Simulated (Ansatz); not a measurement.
A made-up structure of C2H5Mg (charge +1), singlet:

C1  (-1.224, 1.321, -1.561)
Mg2  (0.132, 0.071, -0.316)
C3  (1.002, -1.043, 1.191)
H4  (-2.072, 0.945, -2.148)
H5  (-1.306, 2.415, -1.508)
H6  (-1.395, 1.103, -0.537)
H7  (1.914, -1.498, 0.797)
H8  (0.310, -1.822, 1.516)
(Å)

It is relaxed with PBE-D4/def2-SVP and then PBE0-D4/def2-TZVP (Ansatz 0.2.0). Atoms count as bonded within 1.22 times the sum of their covalent radii (H–H: 0.88 Å). The end point is not checked to be a true minimum.

Question: Does its bonding change? (A judgement: the text doesn't fix the answer.)

Answer: The calculation gives: Yes. Formed: none; broken: Mg2–H6.

Where it ends: The first stage lowers the energy by 1.61 eV in 10 steps. It ends as C₂H₅Mg ([CH2][Mg][CH3]), total charge +1:
```
8
angstrom
C -1.4046 1.3622 -1.3090
Mg -0.1331 0.3114 -0.0640
C 1.0582 -1.2564 0.9736
H -1.6759 0.7481 -2.1684
H -0.8905 2.2646 -1.6460
H -2.3016 1.6324 -0.7488
H 2.0245 -1.6495 0.6315
H 0.6827 -1.9196 1.7639
```

Labels in which every atom is bracketed show which atoms are joined, not bond orders.

For scale, one of the runs: PBE0-D4/def2-TZVP relaxation, 124 basis functions, launched by `ansatz run in.yaml --threads 2 --pin off --events-out ev --progress --plain --max-ram 4352MiB`. Hardware: 2 CPU threads of an Arm Neoverse V2, shared host. Wall time about 23 s.
